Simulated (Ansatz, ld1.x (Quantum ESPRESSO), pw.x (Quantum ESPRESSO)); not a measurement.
## What a changed setting does to a pw.x run (sc H)

Potential: PAW, ld1.x (Quantum ESPRESSO) 7.5, PBEsol; core none, reference 1s1; waves: 1s (bound): rcut 1.10, rcutus 1.45 bohr; 1s channel at 0.35 Ry: rcut 1.10, rcutus 1.45 bohr; 2p channel at 0.5 Ry: rcut 1.20, rcutus 1.40 bohr; local part: all-electron potential smoothed inside 1.15 bohr (lloc = -2); core correction: none; augmentation: BESSEL, radius 1.10 bohr.

The reference run (k-mesh 18³, cutoffs 40/320 Ry, Fermi–Dirac 0.01 Ry, mixing_beta 0.4, conv_thr 1e-9, no spin) gives 1.45 GPa at 2.993 Å³/atom, where all-electron LAPW gives 1.30 GPa. This run, with its own iteration cap, changes degauss to 0.005.

```
&control
  calculation='scf', prefix='x', pseudo_dir='./', outdir='./tmp', tstress=.true., disk_io='none'
/
&system
  ibrav=0, nat=1, ntyp=1, ecutwfc=40, ecutrho=320, nbnd=7,
  occupations='smearing', smearing='fd', degauss=0.005
/
&electrons
  conv_thr=1e-09, mixing_beta=0.4, electron_maxstep=60
/
ATOMIC_SPECIES
H 1.0 H.UPF
CELL_PARAMETERS angstrom
  1.44112695 0.00000000 0.00000000
  0.00000000 1.44112695 0.00000000
  0.00000000 0.00000000 1.44112695
ATOMIC_POSITIONS crystal
H 0.0000 0.0000 0.0000
K_POINTS automatic
18 18 18 0 0 0
```

```bash
pw.x < H.scf.in > H.scf.out
```

Task: How does the run end?

Result: It converges in 5 iterations; the free energy moves by +2.2 meV/atom and the pressure by -0.12 GPa. In a metal, with Fermi–Dirac smearing, F lies below its zero-width value by a term in the square of the width.

```
Message from routine setup:
     using ibrav=0 with symmetry is DISCOURAGED, use correct ibrav instead
     lattice parameter (alat)  =       2.7233  a.u.
     unit-cell volume          =      20.1978 (a.u.)^3
     number of electrons       =         1.00
     number of Kohn-Sham states=            7
     kinetic-energy cutoff     =      40.0000  Ry
     charge density cutoff     =     320.0000  Ry
     scf convergence threshold =      1.0E-09
     Exchange-correlation= SLA  PW   PSX  PSC
     number of k points=   220  Fermi-Dirac smearing, width (Ry)=  0.0050
     iteration #  1     ecut=    40.00 Ry     beta= 0.40
     total energy              =      -1.08125692 Ry
     estimated scf accuracy    <       0.00025463 Ry
     iteration #  2     ecut=    40.00 Ry     beta= 0.40
     total energy              =      -1.08121458 Ry
     estimated scf accuracy    <       0.00009081 Ry
     iteration #  3     ecut=    40.00 Ry     beta= 0.40
     total energy              =      -1.08121485 Ry
     estimated scf accuracy    <          9.0E-09 Ry
     iteration #  4     ecut=    40.00 Ry     beta= 0.40
     total energy              =      -1.08121485 Ry
     estimated scf accuracy    <          6.5E-09 Ry
     iteration #  5     ecut=    40.00 Ry     beta= 0.40
     the Fermi energy is     3.1349 ev
!    total energy              =      -1.08121485 Ry
     estimated scf accuracy    <          7.2E-14 Ry
     smearing contrib. (-TS)   =      -0.00009665 Ry
     The total energy is F=E-TS. E is the sum of the following terms:
     one-electron contribution =       0.60034129 Ry
     hartree contribution      =       0.02448495 Ry
     xc contribution           =      -0.66453437 Ry
     ewald contribution        =      -1.04184657 Ry
     one-center paw contrib.   =       0.00043649 Ry
     convergence has been achieved in   5 iterations
          total   stress  (Ry/bohr**3)                   (kbar)     P=       13.29
     Message from routine punch:
     Nothing written, as per user request (disk_io='none')
```

The run took about 1 s on one core of a shared host (Neoverse-V2, 96 threads, 742 GiB, load 36).
